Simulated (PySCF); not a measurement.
# C2H3FO (acetyl fluoride) at 6 levels

Wanted: a comparison of 6 runs (HF/STO-3G, HF/3-21G, B2PLYP/aug-cc-pVDZ, wB97M-V/aug-cc-pVDZ, wB97X/aug-cc-pVDZ, SCS-MP2/aug-cc-pVDZ) of C2H3FO (acetyl fluoride). 

The results are computed with PySCF 2.14.0.

2 further runs of the same task are left out: 2 set aside as unsound or not needed.

### Step 1. The structure to begin with

C2H3FO: 7 atoms, total charge 0, spin state singlet. As SMILES, `CC(=O)F`. The coordinates come from a PBE0-D4/def2-TZVP relaxation.

Bond lengths: C1–C2 1.488 Å, C2–O3 1.179 Å, C2–F4 1.351 Å, C1–H5 1.087 Å, C1–H6 1.092 Å, C1–H7 1.092 Å. Angles: C1–C2–O3 129.2°, C1–C2–F4 110.5°, O3–C2–F4 120.2°, C2–C1–H5 109.9°, C2–C1–H6 109.4°, C2–C1–H7 109.4°, H5–C1–H6 110.4°, H5–C1–H7 110.4°, H6–C1–H7 107.3°.

### Step 2. The energy at HF/STO-3G (run 1)

The input, geometry.xyz:

```xyz
7
C2H3FO
C      0.485310     0.015050     0.443640
C     -0.694890    -0.034350    -0.460580
O     -1.835410    -0.165690    -0.191770
F     -0.310690     0.097630    -1.749400
H      0.165320    -0.091900     1.476660
H      1.180650    -0.783140     0.176830
H      1.009710     0.962410     0.304610
```

The input, run.py:

```python
from pyscf import gto

system = gto.M(
    atom='geometry.xyz',
    charge=0,
    max_memory=1860,
    verbose=3,
    basis='sto-3g',
)

mf = system.RHF()
mf.conv_tol = 1e-10
mf.kernel()
if not mf.converged:
    mf = mf.newton().run(mf.mo_coeff, mf.mo_occ)

etot = mf.e_tot
print(f'total energy: {etot:.8f} hartree')
```

Run with:

```bash
$ OMP_NUM_THREADS=1 python run.py
```

Standard output:

```text
converged SCF energy = -248.418895434237
total energy: -248.41889543 hartree
```

It took 0.66 s on 1 thread of Arm Neoverse V2, shared host; peak memory 0.12 GiB.

### Step 3. A single-point energy at HF/3-21G (run 2)

The input, job.py:

```python
# CC(=O)F
from pyscf import gto

mol = gto.M(
    atom=[
    ('C', (0.485310, 0.015050, 0.443640)),
    ('C', (-0.694890, -0.034350, -0.460580)),
    ('O', (-1.835410, -0.165690, -0.191770)),
    ('F', (-0.310690, 0.097630, -1.749400)),
    ('H', (0.165320, -0.091900, 1.476660)),
    ('H', (1.180650, -0.783140, 0.176830)),
    ('H', (1.009710, 0.962410, 0.304610)),
],
    basis='3-21g',
    max_memory=1860,
    verbose=3,
)

mf = mol.RHF()
mf.conv_tol = 1e-10
mf.kernel()
if not mf.converged:
    mf = mf.newton().run(mf.mo_coeff, mf.mo_occ)

energy = mf.e_tot
print('E = %.10f Eh' % energy)
```

Run with:

```bash
$ OMP_NUM_THREADS=1 python job.py
```

Standard output:

```text
converged SCF energy = -250.406297979491
E = -250.4062979795 Eh
```

Run time: 0.68 s. Hardware: 1 thread of Arm Neoverse V2, shared host; peak memory 0.12 GiB.

Runs 3 to 5 aren't shown in full; the table further down has their settings and results.

### Step 4. A single-point energy at SCS-MP2/aug-cc-pVDZ (run 6)

The input, calc.py:

```python
from pyscf import gto, scf, mp

mol = gto.M(
    atom='''
C      0.485310     0.015050     0.443640
C     -0.694890    -0.034350    -0.460580
O     -1.835410    -0.165690    -0.191770
F     -0.310690     0.097630    -1.749400
H      0.165320    -0.091900     1.476660
H      1.180650    -0.783140     0.176830
H      1.009710     0.962410     0.304610
''',
    basis='aug-cc-pvdz',
    charge=0,
    verbose=3,
    max_memory=1860,
    spin=0,
)

hf = scf.RHF(mol)
hf.conv_tol = 1e-10
hf.kernel()
if not hf.converged:
    hf = hf.newton().run(hf.mo_coeff, hf.mo_occ)

pt = mp.MP2(hf, frozen=4).run()
etot = hf.e_tot + 1.2 * pt.e_corr_os + pt.e_corr_ss / 3
print('Final energy', etot)
```

Run with:

```bash
$ OMP_NUM_THREADS=1 python calc.py
```

Standard output:

```text
converged SCF energy = -251.833312896103
E(RMP2) = -252.507322197953  E_corr = -0.674009301850586
E(SCS-RMP2) = -252.488450320942  E_corr = -0.655137424839686
Final energy -252.48845032094235
```

Run time: 3.9 s. Hardware: 1 thread of Arm Neoverse V2, shared host; peak memory 0.38 GiB.

### Step 5. The series

```csv
run,level,frozen core orbitals,integration grid,energy (Eh),dipole moment (D) of the reference,HOMO energy (eV),LUMO energy (eV),wall time
1,HF/STO-3G,–,–,-248.418895,1.97,-9.97,8.12,0.66 s
2,HF/3-21G,–,–,-250.406298,3.26,-13.02,4.42,0.68 s
3,B2PLYP/aug-cc-pVDZ,4,5,-252.921735,3.13,-10.68,0.15,23 s
4,wB97M-V/aug-cc-pVDZ,–,5,-253.050841,3.02,-11.49,0.29,95 s
5,wB97X/aug-cc-pVDZ,–,5,-253.070382,3.03,-11.54,1.04,34 s
6,SCS-MP2/aug-cc-pVDZ,4,–,-252.488450,3.30,-13.37,0.82,3.9 s
```

### Step 6. Results

| quantity | value |
| --- | --- |
| run 6: total energy | -252.48845 Eh |
| run 6: dipole moment (Hartree–Fock density) | 3.30 D |
| run 6: HOMO energy (Hartree–Fock orbitals) | -13.37 eV |
| run 6: LUMO energy (Hartree–Fock orbitals) | 0.82 eV |
| run 6: HOMO–LUMO gap (Hartree–Fock orbitals) | 14.19 eV |
| run 6: correlation energy (4 core orbitals frozen) | -655.1 mEh |

Over runs 1, 2, 3, 4, 5 the dipole moment (its size) runs from 1.97 D (HF/STO-3G) to 3.26 D (HF/3-21G). Over runs 1, 2, 3, 4, 5 the HOMO–LUMO gap runs from 10.83 eV (B2PLYP/aug-cc-pVDZ) to 18.09 eV (HF/STO-3G). The two ends differ in method and basis. A double hybrid's value is that of its SCF part. Totals of different functionals can't be ranked against each other. In run 1 the basis is minimal, so the values are rough. All runs together took 2.6 min, the longest 95 s.
